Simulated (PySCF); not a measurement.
Gas-phase reaction: AlCl + Cl₂ + H₂O → AlCl₃.H₂O

Energies from PySCF, thermal terms from the rigid-rotor harmonic-oscillator model, ideal gas at 1 bar. † marks an energy on the PBE0/def2-TZVP geometry and frequencies. MP2 freezes the core. All species are closed-shell singlets. B3LYP is the form with VWN-RPA correlation. Adducts (AlCl₃.H₂O) have no counterpoise correction, and HF, PBE, BLYP, B3LYP and PBE0 lack dispersion. AlCl₃.H₂O: computed as isolated molecules; such fragments, hydroxides, amides, oligomers or adducts are transient or little studied in the gas. MP2 isn't extrapolated to the basis-set limit; its ΔH°(298 K) is -721.2 kJ in def2-SVP and -679.6 kJ in def2-TZVPP. The harmonic model lacks anharmonicity and excited electronic states, which grow with temperature; levels with a mode under 35 cm⁻¹ are left out. Soft modes under 120 cm⁻¹ make the harmonic entropy rough for AlCl₃.H₂O.

| level | ΔE electronic, kJ | ΔH°(298 K), kJ | ΔS°(298 K), J/K | ΔG°(1400 K), kJ |
|---|---|---|---|---|
| B3LYP/def2-TZVP† | -617 | -605 | -262 | -257 |
| BLYP/def2-TZVP† | -578 | -566 | -262 | -218 |
| HF/def2-TZVP† | -666 | -654 | -262 | -306 |
| MP2/def2-TZVPP† | -692 | -680 | -262 | -332 |
| PBE0/def2-QZVP† | -643 | -631 | -262 | -283 |
| LDA/def2-TZVP† | -672 | -660 | -262 | -312 |
ΔH° is lowest at MP2/def2-TZVPP† and highest at BLYP/def2-TZVP†. No reference value is set beside these.
